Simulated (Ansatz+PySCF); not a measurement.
**singlet N₂: levels of theory in one basis**

```yaml
atoms:
  - { symbol: N, position_ang: [0.0000, 0.0000, -0.5928] }
  - { symbol: N, position_ang: [0.0000, 0.0000, 0.5928] }
```

Basis set: def2-SVP (spherical functions). Left uncorrelated: 2 orbitals. Charge 0, multiplicity 1.

Computed with Ansatz (development build ahead of 0.2.0); each method stands on the lowest determinant of its kind that the runs found. NEVPT2 correlates all electrons. Active spaces start from the frontier orbitals, and the lowest solution found is given.

```tsv
method	E − E(RHF) (eV)	<S²> of the determinant
RHF	0.00	0.00
UHF	-0.11	0.38
RHF-MP2	-9.18	–
UHF-MP2	-8.00	0.38
RHF-CCSD	-9.00	–
UHF-CCSD	-9.00	0.38
RHF-CCSD(T)	-9.41	–
UHF-CCSD(T)	-9.38	0.38
CASSCF(10,8)	-4.67	–
```

Task: What does SC-NEVPT2(10,8) give on the same scale?

Result: -8.73 eV. NEVPT2 here correlates all electrons, so it doesn't share the others' frozen core.

Task: Is a single determinant a sound starting point here?

Result: Only with care. Unrestricted orbitals gain 0.11 eV and <S²> is 0.38 against 0.00 for a pure state, so spin symmetry breaks but gains little energy; restricted orbitals can still serve. The CASSCF(10,8) natural occupations are 2.00, 1.99, 1.98, 1.92, 1.92, 0.08, 0.08, 0.03.

Caution for UHF, UHF-MP2, UHF-CCSD, UHF-CCSD(T): the unrestricted determinant is spin contaminated; the determinant breaks the point group. Caution for UHF-MP2: another reference gives a lower total.
